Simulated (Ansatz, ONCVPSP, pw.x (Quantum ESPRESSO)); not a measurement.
From atom to crystal: ONCV potential for Rh

Rh, optimised norm-conserving Vanderbilt (ONCV), made with ONCVPSP 4.0.1.1 (patched build) (PBEsol, scalar-relativistic). Core [Ar] 3d10, reference 4s2 4p6 4d8 5s1. Waves: 4s+5s: rc 1.60 bohr, ncon 5, nbas 9, qcut 6.7 1/bohr, 3 projectors, debl 0.6 Ha; 4p: rc 1.55 bohr, ncon 3, nbas 6, qcut 7.9 1/bohr, 1 projector; 4d: rc 1.55 bohr, ncon 4, nbas 8, qcut 7.9 1/bohr, 3 projectors, debl 2.2 Ha. Local part: polynomial inside 1.50 bohr (lpopt 3, dvloc0 2 Ha). Core correction: none.

Atomic tests: cutoffs needed: 25 Ha and 69 Ha (the cutoffs (Ha) at which the residual kinetic energy of the hardest occupied pseudo-wave falls to 1 and 0.1 mHa per electron); ghost test: ghosts flagged at negative energy: s at -3431.7 eV; GHOST(+) flags only above 600 eV; a true bound ghost makes a file unfit for plane-wave use; largest excitation error: -2.8 meV (all-electron minus pseudo) for 4s2 4p6 4d7 5s0, out of 4 test configurations.

Crystal test: bcc Rh in pw.x 7.5, no spin, 15³ k-points, Fermi–Dirac smearing 0.01 Ry, cutoffs 160/640 Ry. The reference is all-electron LAPW (Ansatz 0.2.0) with the same functional, mesh and smearing; V0 and B0 come from Birch–Murnaghan fits to the pressures at five volumes. Errors are pseudo minus all-electron; Δ is the rms difference of the E(V) curves that follow from these fits, minima aligned, over ±6 % about the mean V0. Mesh and smearing are coarse, so the numbers serve the comparison and aren't converged zero-temperature values; the lattice is a test structure that the element need not adopt.

| V (Å³/atom) | P all-electron (GPa) | P pseudo (GPa) |
| --- | --- | --- |
| 13.245 | 15.36 | -7239.53 |
| 13.593 | 7.06 | -7054.86 |
| 13.942 | -0.07 | -6882.34 |
| 14.291 | -6.19 | -6720.86 |
| 14.639 | -11.44 | -6568.73 |

All-electron: a0 = 3.032 Å (V0 = 13.94 Å³/atom), B0 = 264.3 GPa.

Pseudopotential: converged, but broken (pressure over 100 GPa off). The pressure does not cross zero within the volumes sampled, so no fit is given. The pseudo pressure rises with volume over the whole range, a mechanical instability. Note: ghosts flagged at negative energy: s at -3431.7 eV; GHOST(+) flags only above 600 eV. A true bound ghost makes a file unfit for plane-wave use. A pressure error of this size marks a broken potential; the numbers have no physical meaning.

**Question.** At the middle volume, how do free energy and pressure move when the wave cutoff is lowered (ecutrho kept at four times it)?

**Answer.**

```tsv
cutoff (Ry)	shift of F (meV/atom)	shift of P (GPa)
72	+844119.8	+6849.49
96	+701912.3	-4456.52
128	+103182.4	-4232.50
```

Input at the middle volume:

```
&control
  calculation='scf', prefix='x', pseudo_dir='./', outdir='./tmp', tstress=.true., disk_io='none'
/
&system
  ibrav=0, nat=1, ntyp=1, ecutwfc=160, ecutrho=640, nbnd=17,
  occupations='smearing', smearing='fd', degauss=0.01
/
&electrons
  conv_thr=1e-09, mixing_beta=0.4, electron_maxstep=70
/
ATOMIC_SPECIES
Rh 1.0 Rh.UPF
CELL_PARAMETERS angstrom
  -1.51619489 1.51619489 1.51619489
  1.51619489 -1.51619489 1.51619489
  1.51619489 1.51619489 -1.51619489
ATOMIC_POSITIONS crystal
Rh 0.0000 0.0000 0.0000
K_POINTS automatic
15 15 15 0 0 0
```

```bash
pw.x < Rh.scf.in > Rh.scf.out
```

Lines of the output:

```
Message from routine setup:
     using ibrav=0 with symmetry is DISCOURAGED, use correct ibrav instead
     lattice parameter (alat)  =       4.9627  a.u.
     unit-cell volume          =      94.0853 (a.u.)^3
     number of electrons       =        17.00
     number of Kohn-Sham states=           17
     kinetic-energy cutoff     =     160.0000  Ry
     charge density cutoff     =     640.0000  Ry
     scf convergence threshold =      1.0E-09
     Exchange-correlation= PBESOL
     number of k points=   120  Fermi-Dirac smearing, width (Ry)=  0.0100
     iteration #  1     ecut=   160.00 Ry     beta= 0.40
     total energy              =    -325.99960937 Ry
     estimated scf accuracy    <       2.46928989 Ry
     iteration #  2     ecut=   160.00 Ry     beta= 0.40
     total energy              =    -325.85019364 Ry
     estimated scf accuracy    <       0.61195724 Ry
     iteration #  3     ecut=   160.00 Ry     beta= 0.40
     total energy              =    -325.86115534 Ry
     estimated scf accuracy    <       0.04956243 Ry
     iteration #  4     ecut=   160.00 Ry     beta= 0.40
     total energy              =    -325.86526560 Ry
     estimated scf accuracy    <       0.00158096 Ry
     iteration #  5     ecut=   160.00 Ry     beta= 0.40
     total energy              =    -325.86530624 Ry
     estimated scf accuracy    <       0.00011720 Ry
     iteration #  6     ecut=   160.00 Ry     beta= 0.40
     total energy              =    -325.86531948 Ry
     estimated scf accuracy    <       0.00000422 Ry
     iteration #  7     ecut=   160.00 Ry     beta= 0.40
     total energy              =    -325.86532084 Ry
     estimated scf accuracy    <       0.00000064 Ry
     iteration #  8     ecut=   160.00 Ry     beta= 0.40
     total energy              =    -325.86532094 Ry
     estimated scf accuracy    <          3.0E-09 Ry
     iteration #  9     ecut=   160.00 Ry     beta= 0.40
     total energy              =    -325.86532094 Ry
     estimated scf accuracy    <          1.2E-09 Ry
     iteration # 10     ecut=   160.00 Ry     beta= 0.40
     the Fermi energy is    22.9027 ev
!    total energy              =    -325.86532094 Ry
     estimated scf accuracy    <          1.0E-11 Ry
     smearing contrib. (-TS)   =      -0.00652191 Ry
     The total energy is F=E-TS. E is the sum of the following terms:
     one-electron contribution =    -164.05243238 Ry
     hartree contribution      =      44.89068223 Ry
     xc contribution           =     -23.15994815 Ry
     ewald contribution        =    -183.53710073 Ry
     convergence has been achieved in  10 iterations
          total   stress  (Ry/bohr**3)                   (kbar)     P=   -68823.35
     Message from routine punch:
     Nothing written, as per user request (disk_io='none')
```

The run at the middle volume (120 k-points, 10 iterations) took about 2.4 min on one core of a shared host (Neoverse-N1, 64 threads, 124 GiB, load 51).
